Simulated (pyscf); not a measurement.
Optimised with ωB97X-D3(BJ)/def2-SVP in PySCF.

Problem. Estimate the classical barrier height and the reaction energy of F–Ge•(F)–F (SMILES [F][Ge]([F])[F]) + NH₃ (SMILES N) → H₂N–Ge(F)(F)–F (SMILES [NH2][Ge]([F])([F])[F]) + H• (SMILES [H]) at ωB97M-D3(BJ)/def2-TZVP. The step runs on the doublet surface, breaks H–N and forms Ge–N; take the separated reactants as zero.

Solution. ΔE‡ = 31.0 kcal/mol, ΔE = +19.0 kcal/mol. Zero-point energy shifts the barrier by -3.0 kcal/mol. It is a substitution at N, with an imaginary mode of 1528i cm⁻¹. On the reactant side the descent ends in an adduct with a Ge–N contact, 18.0 kcal/mol under the separated species and 46.9 kcal/mol under the saddle at ωB97X-D3(BJ)/def2-TZVP. What is counted as formed (Ge–N) is already present as a longer contact in the reactant adduct; forming that adduct is a step of its own. At ωB97X-D3(BJ)/def2-TZVP the barrier from the zero used here is 29.0 kcal/mol. The same reactants have a lower exit, to F–GeH(F)–F + NH₂• (barrier +25.7 kcal/mol at ωB97M-D3(BJ)/def2-TZVP, against +31.0 kcal/mol here). This is the saddle that the search found; another between the same sides may lie lower. The angle at the attacked N is 138°. Elements up to Kr have no core potential and no relativistic terms here.
